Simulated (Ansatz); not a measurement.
# [Tm(H2O)6]3+ (TmH₁₂O₆ (+3)): structure and electronic state

Aim: characterise [Tm(H2O)6]3+ (TmH₁₂O₆ (+3)) as a triplet: its structure, frontier levels and distribution of charge and spin.

Method: UKS PBE0-D4/def2-TZVP; program: Ansatz 0.2.0, Gaussian basis.

Plan: relaxation at r2SCAN-D4/def2-SVP; a search for the lowest solution at PBE0-D4/def2-SVP; a single point at PBE0-D4/def2-TZVP.

1 further run of the same task is left out (it didn't finish). Runs told in other sessions of the task aren't counted.

### 1 Starting geometry

19 atoms, charge 3, spin multiplicity 3.

Atoms are counted from 1 here; the program's logs count them from 0.

Bond lengths: Tm1–O2 2.327 Å, Tm1–O5 2.327 Å, Tm1–O8 2.326 Å, Tm1–O11 2.327 Å, Tm1–O14 2.327 Å, Tm1–O17 2.327 Å, O2–H3 0.980 Å, O2–H4 0.980 Å, O5–H6 0.980 Å, O5–H7 0.980 Å, O8–H9 0.980 Å, O8–H10 0.980 Å, O11–H12 0.980 Å, O11–H13 0.980 Å, O14–H15 0.980 Å, O14–H16 0.980 Å, O17–H18 0.980 Å, O17–H19 0.980 Å. Angles: O2–Tm1–O5 179.9°, O2–Tm1–O8 89.9°, O2–Tm1–O11 90.2°, O2–Tm1–O14 90.0°, O2–Tm1–O17 89.7°, O5–Tm1–O8 90.2°, O5–Tm1–O11 89.7°, O5–Tm1–O14 90.0°, O5–Tm1–O17 90.4°, O8–Tm1–O11 180.0°, O8–Tm1–O14 89.8°, O8–Tm1–O17 90.3°, O11–Tm1–O14 90.2°, O11–Tm1–O17 89.7°, O14–Tm1–O17 179.6°, Tm1–O2–H3 129.0°, Tm1–O2–H4 128.9°, H3–O2–H4 102.0° and more.

Coordinates:

```tsv
atom	x (Å)	y (Å)	z (Å)
Tm1	0.0018	-0.0004	-0.0021
O2	0.1723	0.1860	2.3107
H3	0.1514	0.9914	2.8682
H4	0.2828	-0.5219	2.9790
O5	-0.1715	-0.1849	-2.3148
H6	-0.2668	0.5240	-2.9847
H7	-0.1681	-0.9917	-2.8709
O8	2.3148	0.1734	-0.1808
H9	2.9811	0.2914	0.5280
H10	2.8743	0.1467	-0.9848
O11	-2.3116	-0.1740	0.1749
H12	-2.8709	-0.1655	0.9794
H13	-2.9791	-0.2737	-0.5357
O14	-0.1782	2.3132	-0.1750
H15	-0.9843	2.8702	-0.1758
H16	0.5322	2.9819	-0.2669
O17	0.1764	-2.3133	0.1842
H18	-0.5356	-2.9778	0.2930
H19	0.9792	-2.8751	0.1743
```

Tm takes a core potential in the def2 sets. No spin-orbit coupling is included. The ion is computed in the gas phase, without counter-ions or solvent.

The start is a GFN2-xTB geometry.

### 2 Optimising with r2SCAN-D4/def2-SVP

in.yaml

```yaml
crystal:
  periodic: [false, false, false]
  atoms:
    - {symbol: Tm, position_ang: [0.001770, -0.000420, -0.002050]}
    - {symbol: O, position_ang: [0.172280, 0.185960, 2.310720]}
    - {symbol: H, position_ang: [0.151370, 0.991400, 2.868200]}
    - {symbol: H, position_ang: [0.282820, -0.521940, 2.979000]}
    - {symbol: O, position_ang: [-0.171520, -0.184890, -2.314810]}
    - {symbol: H, position_ang: [-0.266830, 0.524000, -2.984740]}
    - {symbol: H, position_ang: [-0.168090, -0.991710, -2.870890]}
    - {symbol: O, position_ang: [2.314750, 0.173390, -0.180810]}
    - {symbol: H, position_ang: [2.981050, 0.291390, 0.527960]}
    - {symbol: H, position_ang: [2.874310, 0.146700, -0.984790]}
    - {symbol: O, position_ang: [-2.311630, -0.174000, 0.174890]}
    - {symbol: H, position_ang: [-2.870890, -0.165490, 0.979430]}
    - {symbol: H, position_ang: [-2.979100, -0.273670, -0.535740]}
    - {symbol: O, position_ang: [-0.178170, 2.313230, -0.174990]}
    - {symbol: H, position_ang: [-0.984280, 2.870240, -0.175790]}
    - {symbol: H, position_ang: [0.532180, 2.981930, -0.266940]}
    - {symbol: O, position_ang: [0.176350, -2.313260, 0.184150]}
    - {symbol: H, position_ang: [-0.535580, -2.977760, 0.292960]}
    - {symbol: H, position_ang: [0.979230, -2.875120, 0.174260]}
basis:
  gaussian: {orbitals: def2-SVP}
total_charge: 3
magnetization: {spin_polarized: true, initial_magnetization: 2}
hamiltonian: {xc: r2scan, dispersion: d4}
scf: {lower_state_search: "off"}
output: {orbitals: {seedname: orbitals}}
relax: {f_tol: 0.03, max_steps: 70}
```

Started as:

```
$ ansatz run in.yaml --threads 4 --pin off --events-out ev --progress --plain --max-ram 6963MiB
```

Further steps of the session: Searching for the lowest solution, PBE0-D4/def2-SVP; Single point, PBE0-D4/def2-TZVP.

**Question.** What will the summary of the whole plan be? Wanted: point group; near neighbours of the metal; HOMO, LUMO at PBE0-D4/def2-TZVP; ⟨S²⟩; charge on the metal; spin on the metal.

As calculated:

| quantity | value |
| --- | --- |
| point group | Th |
| near neighbours of the metal | O 2.27, O 2.27, O 2.27, O 2.27, O 2.27, O 2.27 Å |
| HOMO, LUMO at PBE0-D4/def2-TZVP (over both spins) | -23.04, -16.17 eV |
| ⟨S²⟩ | 2.001 |
| charge on the metal (Mulliken, PBE0-D4/def2-TZVP) | +1.86 e |
| spin on the metal (Mulliken) | 1.99 |

What this shows: The molecule keeps its bonding pattern by the stored test; the atoms moved 0.07 Å (rms). Of 2 unpaired electrons, 1.99 sit on the metal by Mulliken's count. No usable vibrations, so a minimum isn't proven. Whether this spin is the lowest isn't tested here.
